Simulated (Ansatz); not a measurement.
# FMg: the cost of one run

Computed with Ansatz 0.2.0 (DFT unrestricted PBE0, Gaussian basis aug-cc-pCVQZ, and further levels as typed in the inputs, unless a step's input says otherwise).

### 1 Starting point

Bond lengths: Mg1–F2 1.750 Å.

Structure file:

```xyz
2

Mg    0.0000    0.0000    0.0000
F     0.0000    0.0000    1.7500
```

### 2 Single point: FMg

input.yaml reads:

```yaml
crystal:
  periodic: [false, false, false]
  atoms:
    - { symbol: Mg, position_ang: [0.0, 0.0, 0.0] }
    - { symbol: F, position_ang: [0.0, 0.0, 1.75] }
magnetization:
  spin_polarized: true
  initial_magnetization: 1
basis:
  gaussian: { orbitals: aug-cc-pCVQZ.json }
hamiltonian:
  xc: pbe0
output:
  orbitals: {}
```

Launch:

```bash
$ ansatz run input.yaml --threads 4 --pin off --max-ram 8192MiB --backend cpu --events-out ev --progress --plain --runs-dir out
```

What time and memory should one allow on 4 threads of Arm Neoverse V1, shared host?

About 2.7 s, with a peak of 0.55 GiB.
